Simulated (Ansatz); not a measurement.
The input (input.yaml):

```yaml
crystal:
  periodic: [false, false, false]
  atoms:
    - { symbol: Si, position_ang: [0.104052, -0.103145, 0.103262] }
    - { symbol: Cl, position_ang: [-0.263449, -0.146651, 2.185159] }
    - { symbol: H, position_ang: [1.505452, 0.350724, -0.067472] }
    - { symbol: Si, position_ang: [-1.369616, 1.493462, -0.95344] }
    - { symbol: H, position_ang: [-2.751433, 1.036169, -1.364413] }
    - { symbol: H, position_ang: [-1.449309, 2.612128, -0.068567] }
    - { symbol: H, position_ang: [-0.644957, 1.925047, -2.173262] }
    - { symbol: H, position_ang: [-0.08504, -1.471038, -0.39851] }
basis:
  gaussian: { orbitals: "6-31G*" }
hamiltonian:
  xc: b3lyp
  dispersion: d4
md:
  timestep: 1.0
  n_steps: 166
  ensemble: nvt_nose_hoover
  temperature: 700.0
  initial_velocities: maxwell_boltzmann
  seed: 767903
```

Launched with:

```bash
$ ansatz run input.yaml --threads 1 --pin off --max-ram 2048MiB --backend cpu --events-out ev --progress --plain --runs-dir out
```

Hardware: 1 thread of Arm Neoverse V1 (shared host).

Roughly how long does this run take, and how much memory?

8.6 min, with a peak of 0.13 GiB, for 167 ionic steps.
